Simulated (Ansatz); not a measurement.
Input file:

```yaml
crystal:
  periodic: [false, false, false]
  atoms:
    - {symbol: Br, position_ang: [0.000000, 0.000000, 0.000000]}
    - {symbol: Be, position_ang: [0.000000, 0.000000, 6.315000]}
basis:
  gaussian: {orbitals: cc-pVDZ}
total_charge: 1
hamiltonian: {pseudopotentials: {relativity: scalar}}
correlation: {active_space: {window: {electrons: 6, orbitals: 6}, states: [{multiplicity: 1, weights: [0.5, 1]}], root: 0}}
scf: {lower_state_search: off}
```

```sh
$ ansatz run in.yaml --threads 1 --pin off --events-out ev --progress --plain --max-ram 2393MiB
```

Output:

```
these checks for a lower state are left out or cut short: stability, starts, cluster_reference, orbital_swaps, neighbouring_geometries, increment
703 factors; integrals over basis functions are off by at most 8.0e-8 eV
mean field evaluation 1: about -71042.7474 eV, gradient 3.1e1 eV
mean field evaluation 2: about -71042.7503 eV, gradient 3.1e1 eV
mean field evaluation 4: about -71045.0575 eV, gradient 1.3e1 eV
mean field evaluation 8: about -71045.0577 eV, gradient 1.3e1 eV
mean field evaluation 16: about -71053.1849 eV, gradient 1.6e-6 eV
mean field -71053.18486083 eV, -2611.1563820572 hartree, gradient 3.2e-6 eV, S^2 0.000000; 0 other end points of the search recorded, 0 dependent functions left out
reference -71053.18486083 eV, -2611.1563820572 hartree; 19, 19 occupied and 22, 22 virtual orbitals, 703 factors
state -71057.70679801 eV, -2611.3225601832 hartree
state -71057.49762291 eV, -2611.3148731403 hartree
Total energy: -71057.70679801 eV, -2611.3225601832 hartree
Relativity: scalar
Checks for a lower state left out: stability, starts, cluster_reference, orbital_swaps, neighbouring_geometries, increment
```

Natural occupations, averaged over the states: 1.9869 1.6665 1.3287 1.0000 0.0095 0.0084.

Ran on 1 thread of AMD EPYC 7B13, shared host: 3.6 s wall, 0.18 GiB peak host memory.
